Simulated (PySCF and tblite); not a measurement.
Values are calculated unless marked as measured or tabulated.
System: C₄H₇NO, numbered as in [O:1]=[CH:2][CH:3]1[CH2:4][NH:5][CH2:6]1.

For the pyramidal inversion at N5: electronic barrier 5.42 kcal/mol, zero-point change -1.13 kcal/mol, thermal and entropy terms at 350 K a further 0.17 kcal/mol (symmetry numbers apart). The minimum is C1, the saddle C1. Level: PBE0/pcSseg-1 + D3(BJ) on PBE0-D3(BJ)/def2-SVP stationary points, with GFN2-xTB thermal terms. Rates follow Eyring's equation with the number of equivalent paths and no tunnelling. Programs: tblite and PySCF.

How many equivalent paths lead out of the minimum?

1: the symmetry number of the minimum is 1, that of the saddle displaced along its mode 1.

Work out the rate at 350 K.

ΔG‡ = 4.46 kcal/mol; k_B T/h = 7.3×10¹² s⁻¹; exp(−ΔG‡/RT) = 0.0016; times 1 gives k = 1.2×10¹⁰ s⁻¹. Wigner's tunnelling factor for the 657i cm⁻¹ mode would be 1.30.
